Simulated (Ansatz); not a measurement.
Which is lower?

Two relaxed structures of CH₂OS, closed shell (PBE0-D4/def2-TZVP; forces vanish, vibrations not checked).

A:

O1  (-1.003, -0.845, 0.992)
C2  (-0.470, -0.388, -0.129)
S3  (0.720, 0.695, -0.248)
H4  (-0.954, -0.853, -0.988)
H5  (-0.548, -0.411, 1.731)
(Å)

B:

```
5
angstrom
O 1.5354 1.1440 -1.7814
C -0.3677 -0.2816 -0.2000
S 0.8056 0.6277 -0.6325
H -0.9470 -0.7859 -0.9733
H 1.3532 1.1261 0.4901
```

Computed with Ansatz 0.2.0 (basis: def2-TZVPP); correlated methods freeze the cores. B3LYP uses VWN-RPA correlation.

(1) Which structure is lower at CCSD(T), and by how much? (An estimate is asked for; the value comes from the calculation.)

The T1 diagnostic stays at or below 0.030. The T1 diagnostic is large here, which may signal multireference character or strong orbital relaxation, so CCSD(T) is less sure.

## Answers

(1) By the calculation: A, by 363.2 kJ/mol (electronic energy, against the other). By their contacts, A is CH₂OS ([OH][CH][S]) and B is CH₂OS ([CH][SH][O]).

All methods give the same order:

```csv
method,E(B) − E(A) (kJ/mol)
PBE-D4,333.6
r2SCAN-D4,338.3
PBE0-D4,357.9
B3LYP-D4,359.5
wB97M-V,371.8
HF,417.0
MP2,362.6
CCSD,376.5
CCSD(T),363.2
```

Labels in which every atom is bracketed show which atoms are joined, not bond orders.

For scale, one of the runs: CCSD(T)/def2-TZVPP, 132 basis functions, launched by `ansatz run in.yaml --threads 2 --pin off --events-out ev --progress --plain --max-ram 4352MiB`. Time: 11 s of wall clock on 2 CPU threads of an Arm Neoverse V1; the host was shared. Peak host memory: 0.66 GiB.
